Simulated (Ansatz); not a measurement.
Reaction: C2H3ClF2 (2-chloro-1,1-difluoroethane, SMILES FC(F)CCl) → CHF2 (SMILES F[CH]F, doublet) + CH2Cl (SMILES [CH2]Cl, doublet) (the C-C bond breaks)
Each species at its own B3LYP-D3(BJ)/def2-TZVP minimum (Ansatz, a first-principles code), one conformer.

Total energies in hartree (Ansatz). UHF or UKS for unpaired electrons; spin-orbit terms are left out. Cores are frozen in correlated methods. No relativity.

```csv
species,HF/cc-pV(T+d)Z,CCSD(T)/cc-pV(T+d)Z,HF/cc-pV(Q+d)Z,CCSD(T)/cc-pV(Q+d)Z,CCSD(T)/cc-pV(D+d)Z,CCSDT(Q)/cc-pV(D+d)Z
"1: C2H3ClF2 (2-chloro-1,1-difluoroethane, SMILES FC(F)CCl)",-735.98630,-737.08019,-736.01137,-737.19150,-736.71881,-736.72139
"2: CHF2 (SMILES F[CH]F, doublet)",-237.36012,-238.02815,-237.37981,-238.10338,-237.78610,-237.78775
"3: CH2Cl (SMILES [CH2]Cl, doublet)",-498.51663,-498.90011,-498.52303,-498.93482,-498.78429,-498.78553
```

### Question
Work out the bond dissociation energy (electronic) in kJ/mol: take Hartree-Fock from cc-pV(Q+d)Z, extrapolate the CCSD(T) correlation energy as X^-3 (X = 3, 4), and add CCSDT(Q) - CCSD(T) in cc-pV(D+d)Z. 1 hartree = 2625.5 kJ/mol.

### Answer

Species 1: correlation (64·(-1.18013) - 27·(-1.09389))/37 = -1.24306; step -0.00258; E1 = -736.01137 + (-1.24306) + (-0.00258) = -737.25701
Species 2: correlation (64·(-0.72357) - 27·(-0.66803))/37 = -0.76410; step -0.00165; E2 = -237.37981 + (-0.76410) + (-0.00165) = -238.14556
Species 3: correlation (64·(-0.41179) - 27·(-0.38348))/37 = -0.43245; step -0.00124; E3 = -498.52303 + (-0.43245) + (-0.00124) = -498.95672
-1·E1 +1·E2 +1·E3 = 0.15473 hartree = 406.2 kJ/mol.
